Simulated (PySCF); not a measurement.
## Level sweep

Oxazole, C3H3NO.
Numbering: `[cH:1]1[cH:2][o:3][cH:4][n:5]1` (hydrogens: H6 on C1; H7 on C2; H8 on C4)

PySCF, dipoles from the SCF density, polarisabilities from static response with core orbitals frozen. Geometry: PBE0-D3(BJ)/def2-SVP; no solvent, vibrations or thermal averaging.

Task: Compare the levels for these properties.

Result: 

| level | μ (D) | error (%) | α (au) | anisotropy (au) |
| --- | --- | --- | --- | --- |
| LDA/def2-SVPD | 1.608 | +7.0 | 43.07 | 21.20 |
| PBE/def2-SVPD | 1.569 | +4.4 | 42.82 | 21.32 |
| B3LYP/def2-SVPD | 1.567 | +4.2 | 42.08 | 20.65 |
| PBE0/def2-SVPD | 1.568 | +4.4 | 41.62 | 20.20 |
| BHandHLYP/def2-SVPD | 1.548 | +3.0 | 40.99 | 19.64 |
| CAM-B3LYP/def2-SVPD | 1.585 | +5.5 | 41.58 | 20.07 |
| wB97X-D/def2-SVPD | 1.597 | +6.2 | 41.76 | 19.63 |
| LC-wPBE/def2-SVPD | 1.610 | +7.1 | 40.69 | 19.23 |
| HF/def2-SVPD | 1.506 | +0.2 | 40.25 | 18.38 |
| PBE0/6-31G* | 1.584 | +5.4 | 33.06 | 24.87 |
| PBE0/def2-SVP | 1.563 | +4.0 | 34.41 | 21.57 |
| PBE0/6-31+G* | 1.641 | +9.1 | 39.97 | 20.07 |
| PBE0/aug-cc-pVDZ | 1.587 | +5.6 | 43.05 | 20.16 |
| PBE0/def2-TZVP | 1.581 | +5.2 | 40.09 | 20.58 |
| PBE0/def2-TZVPD | 1.580 | +5.1 | 43.00 | 20.59 |
| PBE0/aug-cc-pVTZ | 1.580 | +5.1 | 43.28 | 20.38 |

Reference dipole: 1.503 D (measured, gas; NIST CCCBDB Release 22 (SRD 101), experimental dipoles). The anisotropy is √(½[(α1 − α2)² + (α2 − α3)² + (α3 − α1)²]). For the dipole, the smallest error is 0.2% (HF/def2-SVPD) and the largest 9.1% (PBE0/6-31+G*). The dipole runs from 1.51 D (HF/def2-SVPD) to 1.64 D (PBE0/6-31+G*). No reference polarisability is at hand; against PBE0 in the largest diffuse basis at hand (aug-cc-pVTZ) the other PBE0 rows deviate by 6-31G* -24%, def2-SVP -21%, 6-31+G* -8%, def2-SVPD -4%, aug-cc-pVDZ -1%, def2-TZVP -7%, def2-TZVPD -1%. In one basis (def2-SVPD) the functionals order the polarisability from HF (lowest) to LDA (highest), a spread of 7%. With PBE0 the polarisability is 35.85 au without diffuse functions (mean of 6-31G*, def2-SVP and def2-TZVP) and 42.18 au with them (mean of 6-31+G*, def2-SVPD, aug-cc-pVDZ, def2-TZVPD and aug-cc-pVTZ). Measured values can belong to vibrating molecules; the computed ones are for one fixed geometry.
